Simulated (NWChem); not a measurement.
# Correlation energy of methylamine (CH$_{5}$N)

```
C
H 1 1.1017
H 1 1.1017 2 106.33
H 1 1.1109 2 107.02 3 114.13
N 1 1.4464 2 109.84 3 -118.80
H 5 1.0177 1 110.59 2 -63.08
H 5 1.0177 6 106.10 1 119.97
```
Charge 0, spin multiplicity 1.

The numbers come from NWChem runs, not from measurements. All single points use one geometry, from PBE0/def2-SVP, a minimum by its harmonic frequencies.

Basis set: 3-21G. Each correlation energy counts from its own Hartree-Fock reference.

The correlated methods keep 2 core orbitals frozen. Coupled-cluster values serve here as a point of comparison, not as the truth.

**Question.** One of these methods gave a correlation energy of -200.8 mHa. Which?
(A) SCS-MP2
(B) CR-CCSD[T]
(C) CCSD
(D) MP2

**Answer.** D, MP2. The others give -205.8 (SCS-MP2), -229.9 (CR-CCSD[T]), -226.1 (CCSD).
